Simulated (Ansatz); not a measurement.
This Ansatz (a program for electronic structure) input (MP2/cc-pCVQZ) gives -150.87922 Eh with 198 basis functions. A basis named .json is the Basis Set Exchange file of that set (core-valence sets with the plain set on hydrogen).

Ansatz 0.2 input:
```yaml
crystal:
  periodic: [false, false, false]
  atoms:
    - {symbol: O, position_ang: [0.05728725, 0.81312084, -0.03996413]}
    - {symbol: O, position_ang: [0.04221979, -0.70897730, -0.01520246]}
    - {symbol: H, position_ang: [-0.79605634, -0.83314830, 0.44133267]}
basis:
  gaussian:
    orbitals: cc-pCVQZ.json
total_charge: -1
magnetization: {spin_polarized: false}
correlation: {method: mp2, frozen_orbitals: {H: 0, O: 0}}
```

Change:
```diff
- orbitals: cc-pCVQZ.json
+ orbitals: cc-pwCVQZ.json
```

Task: What does the run give now?

Result: -150.87976 Eh (MP2/cc-pwCVQZ, 198 functions), a change of -0.54 mEh.
